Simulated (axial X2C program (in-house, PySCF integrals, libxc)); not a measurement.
## Worked dissociation energy of BP: r2SCAN0, 2c

Calculated with an axial X2C code built on PySCF integrals. Two-component (2c) means X2C with spin–orbit coupling and atomic mean-field two-electron Coulomb and Gaunt terms. Basis: P dyall-v3z [8s7p2d1f], B dyall-v3z [7s6p2d1f] (cores contracted in-house); Gaussian nuclei, density fitting, unrestricted open shells. Masses: P 30.974 u, B 11.009 u.

Molecular state: Ω = 2 (⟨Sz⟩ = 1.00, ⟨Lz⟩ = 1.00 at r2SCAN0).

| Property | Result |
| --- | --- |
| E(P) (2M_J = 3) | -342.021945 hartree |
| E(B) (2M_J = 1) | -24.646098 hartree |
| E(BP) at Re | -366.789569 hartree |
| ωe | 997.6 cm⁻¹ |
| ωexe | 5.95 cm⁻¹ |

Task: Work out De and D0.

Result: De = -342.021945 + (-24.646098) − (-366.789569) = 0.12153 hartree = 3.307 eV. The zero-point energy is ωe/2 − ωexe/4 = 497 cm⁻¹ = 0.062 eV, so D0 = 3.245 eV.

The state is a single determinant with fixed occupations, the lowest that a limited PBE0 search found. Dissociation energies refer to the lowest single-determinant-based atoms at the same level and basis. Density functionals use the spin component along the axis (collinear). The 2c atoms are single determinants rather than J levels; their spin–orbit lowering is only partly caught, and De is too large by that part. This holds for r2SCAN0. PBE0 can misorder states that lie within some tenths of an eV, so this need not be the ground state of the molecule. The nearest other 2c determinant of the search, Ω = 1, lies 0.13 eV up at the distance of the search. The functionals have no current-density term, which raises determinants with orbital currents, atoms included. With several unpaired electrons one determinant need not be a pure state. Open-shell Ω = 0 determinants with evenly filled partner blocks cannot be reached by this program, so the Ω shown need not be the lowest component.

Each atomic determinant is the lowest at this level and need not be a pure J level. Totals compare only within one Hamiltonian and basis.
